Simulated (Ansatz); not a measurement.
## BH2, doublet: the ladder up to full CI

Geometry: a point of a bend scan, not a stationary point.

```xyz
3

B     0.0000   -0.0420    0.0000
H     0.0000    0.2250   -1.1610
H     0.0000    0.2250    1.1610
```

Basis aug-cc-pVDZ; Ansatz 0.2.0. Only valence electrons are correlated (noble-gas cores frozen), which leaves 5 electrons in 40 orbitals. R marks a restricted (for open shells ROHF) determinant, U an unrestricted one. Active spaces: pair = (3e, 3o) about the gap; valence = (5e, 6o) chosen from the atoms' valence shells.

Full CI is exact within this basis and frozen core; it isn't the basis-set limit. The frozen core follows each run's orbitals, which can shift R against U totals by a few meV.

For open shells CISD is restricted-active-space CI with the open shells as a complete middle space.

The UHF ⟨S²⟩ is 0.758 and the T1 diagnostic (RCCSD) is 0.0178. The largest doubles amplitude (RCCSD) is 0.034. The T1 diagnostic (UCCSD) is 0.0098.

```json
{"level": "RHF", "E − E(full CI) (kcal/mol)": "59.22", "share of correlation (%)": "0.00", "wall time": "–"}
{"level": "UHF", "E − E(full CI) (kcal/mol)": "57.76", "share of correlation (%)": "2.47", "wall time": "–"}
{"level": "RMP2", "E − E(full CI) (kcal/mol)": "14.15", "share of correlation (%)": "76.10", "wall time": "–"}
{"level": "UMP2", "E − E(full CI) (kcal/mol)": "14.03", "share of correlation (%)": "76.31", "wall time": "–"}
{"level": "CISD", "E − E(full CI) (kcal/mol)": "2.38", "share of correlation (%)": "95.98", "wall time": "0.72 s"}
{"level": "RCCSD", "E − E(full CI) (kcal/mol)": "1.20", "share of correlation (%)": "97.98", "wall time": "–"}
{"level": "UCCSD", "E − E(full CI) (kcal/mol)": "1.17", "share of correlation (%)": "98.02", "wall time": "–"}
{"level": "RCCSD(T)", "E − E(full CI) (kcal/mol)": "0.29", "share of correlation (%)": "99.51", "wall time": "1.5 s"}
{"level": "UCCSD(T)", "E − E(full CI) (kcal/mol)": "0.28", "share of correlation (%)": "99.52", "wall time": "1.4 s"}
{"level": "BCCD(T)", "E − E(full CI) (kcal/mol)": "0.29", "share of correlation (%)": "99.51", "wall time": "1.8 s"}
{"level": "RCCSDT", "E − E(full CI) (kcal/mol)": "0.02", "share of correlation (%)": "99.96", "wall time": "–"}
{"level": "UCCSDT", "E − E(full CI) (kcal/mol)": "0.01", "share of correlation (%)": "99.98", "wall time": "–"}
{"level": "RCCSDT(Q)", "E − E(full CI) (kcal/mol)": "0.00", "share of correlation (%)": "99.99", "wall time": "12 s"}
{"level": "UCCSDT(Q)", "E − E(full CI) (kcal/mol)": "0.00", "share of correlation (%)": "100.01", "wall time": "11 s"}
{"level": "CASSCF (pair space)", "E − E(full CI) (kcal/mol)": "50.15", "share of correlation (%)": "15.32", "wall time": "–"}
{"level": "NEVPT2 (pair space)", "E − E(full CI) (kcal/mol)": "14.46", "share of correlation (%)": "75.58", "wall time": "0.84 s"}
{"level": "MRCISD (pair space)", "E − E(full CI) (kcal/mol)": "1.93", "share of correlation (%)": "96.75", "wall time": "–"}
{"level": "MRCISD+Q (pair space)", "E − E(full CI) (kcal/mol)": "-0.25", "share of correlation (%)": "100.42", "wall time": "1 s"}
{"level": "CASSCF (valence space)", "E − E(full CI) (kcal/mol)": "36.83", "share of correlation (%)": "37.82", "wall time": "–"}
{"level": "NEVPT2 (valence space)", "E − E(full CI) (kcal/mol)": "10.39", "share of correlation (%)": "82.45", "wall time": "0.54 s"}
{"level": "MRCISD (valence space)", "E − E(full CI) (kcal/mol)": "1.03", "share of correlation (%)": "98.26", "wall time": "–"}
{"level": "MRCISD+Q (valence space)", "E − E(full CI) (kcal/mol)": "-0.10", "share of correlation (%)": "100.17", "wall time": "0.96 s"}
{"level": "MRCISD+Q(relaxed) (valence space)", "E − E(full CI) (kcal/mol)": "-0.41", "share of correlation (%)": "100.70", "wall time": "1.1 s"}
```

The correlation energy at full CI, counted from RHF, is -2.568 eV. That run took 18 s on 1 thread of Arm Neoverse V1, shared host over 1,948,494 determinants.

Times hold each run's SCF and search for its determinant on a shared host, so for small cases they say little of a method's own cost; they ran on 1 thread of Arm Neoverse V1.

More than 5 meV below full CI, which no variational method can be: MRCISD+Q (pair space), MRCISD+Q(relaxed) (valence space).

The full-CI state has the irrep A1 of C2v, in the program's axes.

Natural occupations of full CI about the gap: 1.954 1.953 0.987 0.026 0.018 0.016 0.008 0.008 0.007 0.006; effectively unpaired electrons, Σ n²(2−n)², 1.02.
